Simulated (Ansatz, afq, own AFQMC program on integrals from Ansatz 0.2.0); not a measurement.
Two steps: Ansatz 0.2.0 writes the Fock matrix and Cholesky factors of the valence space, and afq projects on them the lowest state that overlaps trial and start.

```yaml
crystal:
  periodic: [false, false, false]
  atoms:
    - {symbol: Ni, position_ang: [0.000000, 0.000000, 0.000000]}
basis:
  gaussian: {orbitals: def2-TZVPP}
magnetization: {spin_polarized: true, initial_magnetization: 2}
correlation: {method: ccsd_t, electrons: outside_noble_gas, hamiltonian_folder: ham}
```

```sh
$ ansatz run in.yaml --threads 1 --pin off --events-out ev --progress --plain --max-ram 24576MiB --backend cuda --devices 0, --max-vram 18GiB
```

Options of the walk:

```
--method phaseless --trial hf --walkers 4000 --populations 20 --least-time 40 --time-step 0.005 --steps-per-block 20 --equilibration-blocks 160 --max-blocks 4000 --target-error 0.00057 --factor-cut 1e-05 --start spin_pure --seed 8824 --taylor-order 6
```

Times are imaginary, in 1/Eh. The walk had a cap of 74 s. With eight or more populations the least sampling time is a fifth of least-time, and the error comes from their spread.

afq prints:

```
orbitals 55  electrons 6 4  factors 428 of 448
reference energy -1506.84833871 Eh
CCSD correlation -0.30909408 Eh in 11 cycles, weight of the determinant in the CISD state 0.9059
energy of the start -1506.848402 Eh
 block  time / (1/Eh)  mean weight  energy / Eh
     1     0.100  1.0031  -1507.013430
     2     0.200  1.0034  -1507.070130
     3     0.300  1.0032  -1507.101355
     4     0.400  1.0025  -1507.121062
     5     0.500  1.0019  -1507.132697
    10     1.000  1.0006  -1507.146864
    49     4.900  0.9998  -1507.163812
    57     5.700  0.9995  -1507.176266
    89     8.900  1.0003  -1507.170467
   129    12.900  1.0003  -1507.165995
   145    14.500  0.9998  -1507.156118
   169    16.900  1.0003  -1507.161887
   209    20.900  0.9995  -1507.164063
   249    24.900  0.9995  -1507.168889
   289    28.900  1.0007  -1507.167479
   329    32.900  0.9992  -1507.156645
error from the spread of 20 populations
energy -1507.163209 +/- 0.000714 Eh
(rows thinned)
```

The run passed its tests (sampling time, drift between the halves within three errors, error under three times the target), which doesn't prove that it has relaxed, ending at its cap on processor time.

Against this walk (error 19.4 meV) on the same determinant: CCSD(T) 112.0 meV lower, CCSDT(Q) 114.0 meV lower, a separate phaseless walk with a CISD trial and standard settings 96.8 ± 19.6 meV lower. The error is statistical and leaves out the bias of the constraint. CCSDT(Q) is the surest value here, so the walk's 114 meV above it is most likely the bias of the constraint with this trial, which can have either sign.

Cautions: constraint bias not in the error; error above the target (19.4 against 15.5 meV); no relativity below Rb; outer-core shells of the metal frozen.

The walk took 74 s on 1 × NVIDIA H100 80GB HBM3 with 2 threads of AMD EPYC 7R13 Processor (Zen 3) (shared host) (the card was shared). The log's last line is the phaseless energy.

CCSDT and higher add their correlation energy to the determinant of the CCSD(T) run, since their own runs factorise the integrals more tightly (a shift of under 2 meV). A walk keeps the symmetry of its determinant, which the program's search chose and which needn't be the lowest solution, so a lower state of the same spin and another symmetry isn't excluded.
